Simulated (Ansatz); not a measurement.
C3H6ClF (`CC(Cl)CF`), relaxed with RKS PBE0-D4/def2-TZVP in the Gaussian-basis code of Ansatz from a PBE-D4/def2-SVP geometry. The force threshold is 0.005 eV/Å; the program also tests the step.

Charge 0, multiplicity 1.

Start:

```xyz
11

C    -0.190   -1.105    0.668
C     0.365   -0.190   -0.408
Cl   -0.191   -0.714   -2.056
C    -0.059    1.267   -0.246
F     0.389    1.740    0.980
H     0.170   -2.142    0.536
H    -1.299   -1.109    0.645
H     0.139   -0.734    1.660
H     1.473   -0.245   -0.435
H     0.373    1.888   -1.060
H    -1.169    1.344   -0.285
```

```
step  energy (eV)  largest force (eV/Å)  largest move (Å)
   1  -18440.8889                 0.606             0.000
   2  -18440.9302                 0.175             0.023
   3  -18440.9348                 0.062             0.012
   4  -18440.9351                 0.035             0.004
   5  -18440.9352                 0.009             0.006
   6  -18440.9352                 0.003             0.002
```

End:

```xyz
11

C    -0.193   -1.096    0.662
C     0.369   -0.189   -0.403
Cl   -0.169   -0.712   -2.030
C    -0.064    1.254   -0.253
F     0.401    1.740    0.955
H     0.153   -2.121    0.523
H    -1.285   -1.091    0.637
H     0.135   -0.746    1.644
H     1.459   -0.238   -0.422
H     0.349    1.870   -1.054
H    -1.156    1.329   -0.258
```

Run time 34 s (4 threads of a server CPU on a shared host); peak host memory 0.48 GiB.
